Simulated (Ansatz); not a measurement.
# MgS: the cost of one run

Computed with Ansatz 0.2.0, Gaussian basis. Level: def2-QZVPP, core rule «outside noble gas», up to 10 orbitals frozen.

To be run: UHF; ROHF; CCSD(T) on UHF.

2 further runs of the same task are left out: 2 set aside as unsound or not needed.

## 1. What is computed

The geometry is a PBE0/def2-TZVP stationary point (not a proven minimum).

2 atoms, charge 0, spin multiplicity 3.

Atoms are counted from 1 here; the program's logs count them from 0.

Bond lengths: S1–Mg2 2.340 Å.

## 2. UHF

in.yaml

```yaml
crystal:
  periodic: [false, false, false]
  atoms:
    - {symbol: S, position_ang: [0.000000, 0.000000, 0.000000]}
    - {symbol: Mg, position_ang: [0.000000, 0.000000, 2.340400]}
basis:
  gaussian: {orbitals: "def2-QZVPP.json"}
magnetization: {spin_polarized: true, initial_magnetization: 2}
hamiltonian: {xc: hf}
output: {orbitals: {seedname: orbitals}}
```

Command:

```sh
$ ansatz run in.yaml --threads 1 --pin off --events-out ev --progress --plain --max-ram 2393MiB
```

Q: Estimate wall time and peak memory on 1 thread of Arm Neoverse V1, shared host.

About 7 s, with a peak of 0.28 GiB.
